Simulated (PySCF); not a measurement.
Species: C2HF2O (doublet state).
Z-matrix (Å and degrees, GFN2-xTB geometry), rows numbered from 1:
```
O 
C   1  1.2207
C   2  1.4139  1  124.73
F   3  1.3104  2  125.85  1     0.01
F   3  1.3171  2  122.78  1   180.00
H   2  1.1035  1  122.81  3   180.00
```

The hyperfine couplings belong to this conformer and change with its torsions.

The species is `O=C[C](F)F` [radical].

The calculation used UKS B3LYP, pcH-1 on C F H O, non-relativistic, mean-field spin-orbit, GIAO (PySCF 2.14.0). One conformer (not necessarily the lowest) at the GFN2-xTB geometry, without solvent, vibrations or thermal averaging. The geometry wasn't refined by DFT: couplings that depend on bond lengths, twists or pyramidal angles can differ widely from those at the functional's own minimum. The SCF solution wasn't tested for stability.

What are g_iso and the isotropic 19F coupling of F4?

g_iso = 2.00603 and a = +113.23 MHz, or +4.033 mT (Mulliken spin population +0.05).

Take this nucleus alone (I = 1/2, g_N = 5.2577) with S = 1/2. Where do its 2 lines fall at 3.426 GHz to first order, to second order and exactly?

First order: B = B0 − a·mI with B0 = 122.022 mT. Second order subtracts a²[I(I+1) − mI²]/(2B0). The exact fields come from the Breit–Rabi levels of H = g μB B Sz − g_N μN B Iz + a S·I.

```
  mI  first order (mT)  second order (mT)  exact (mT)  exact − first order
−1/2           124.039            124.005     124.006               -0.033
+1/2           120.006            119.973     119.972               -0.034
```

Give the zero-field levels of this pair of spins.

F = I ± 1/2 = 1 and 0, at a·I/2 = +28.3 MHz and −a(I+1)/2 = -84.9 MHz, that is |a|(I + 1/2) = 113.2 MHz apart; F = 0 lies lower.

Other couplings of abundant isotopes, left aside here: 1 × 19F 115 MHz, 1 × 1H 7 MHz.

F4 and F5 aren't averaged: C3 is flat or nearly so (angle sum 360°), and its turn about the short C3–C2 bond (1.41 Å) is taken as slow.

On an Arm Neoverse V2 with one thread, no GPU, shared host with 96 logical CPUs at a one-minute load of 38, this took 9.4 s wall (with the writing of density and orbital grids) and 0.46 GiB of memory at its peak.
